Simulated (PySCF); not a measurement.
Oxygen: a sound run and one with changed settings

Sound run: O [He] 2s2 2p4, O⁺ [He] 2s2 2p3. All numbers are calculated (PySCF 2.14, the spin-free X2C one-electron Hamiltonian (Gaussian nucleus), in x2c-TZVPall (5s3p2d1f, 31 functions)). In the sound run the correlated levels freeze 1s2. The sound run starts from symmetry-adapted Hartree-Fock orbitals and uses a fine grid where one is needed.

Changed run: basis STO-3G, all-electron and non-relativistic. This setting is unsound on purpose.

| species | method | sound run (hartree) | changed run (hartree) | converged |
| --- | --- | --- | --- | --- |
| O | UHF | -74.86787 | -73.80415 | yes |
| O | MN15 | -75.08923 | -73.67462 | yes |
| O | r2SCAN | -75.11159 | -74.01528 | yes |
| O | MP2 | -75.00964 | -73.80415 | yes |
| O⁺ | UHF | -74.42662 | -73.44358 | yes |
| O⁺ | MN15 | -74.57964 | -73.25951 | yes |
| O⁺ | r2SCAN | -74.60909 | -73.60160 | yes |
| O⁺ | MP2 | -74.52274 | -73.44358 | yes |

Ionisation energy of O:

```csv
method,sound run (eV),changed run (eV)
UHF,12.007,9.812
MN15,13.867,11.296
r2SCAN,13.674,11.257
MP2,13.249,9.812
SCS-MP2,13.344,9.812
```

A minimal basis cannot let orbitals breathe on ionisation and holds almost no correlation. The Hamiltonian changed with the basis, so the totals do not compare.

For comparison, NIST gives 13.618 eV between the lowest levels.
